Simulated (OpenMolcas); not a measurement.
## AlH3: a line through the functionals

AlH3 has 4 atoms, charge 0, and is taken as a singlet. As SMILES, `[AlH3]`. Geometry: relaxed at PBE0-D4/def2-TZVP.

The vertical energy of the triplet above the singlet y, in eV, basis def2-TZVPPD; a is the functional's share of exact exchange. Programs: OpenMolcas 26.06.

```
functional     program     a  y (eV)
    r2SCAN  OpenMolcas     0    4.63
       PBE  OpenMolcas     0    4.54
     B3LYP  OpenMolcas   0.2       ?
      PBE0  OpenMolcas  0.25    4.83
     BHLYP  OpenMolcas   0.5    5.26
```

Q: Fit y = c + s·a to the known rows and predict B3LYP.

A: 
1. Means of the 4 rows: a = 0.1875, y = 4.815.
2. Σ(Δa)² = 0.17188, Σ(Δa·Δy) = 0.22625, so the slope is 0.22625/0.17188 = 1.3163.
3. Intercept: 4.815 − (1.3163) × 0.1875 = 4.568. The largest residual of the fit is 0.067.
4. B3LYP: 4.568 + (1.3163) × 0.2 = 4.83 eV.

The run gave 4.96 eV, so the prediction is off by -0.13 eV, more than the scatter of the fit. The rows mix families of semi-local functionals, which the line can't see.
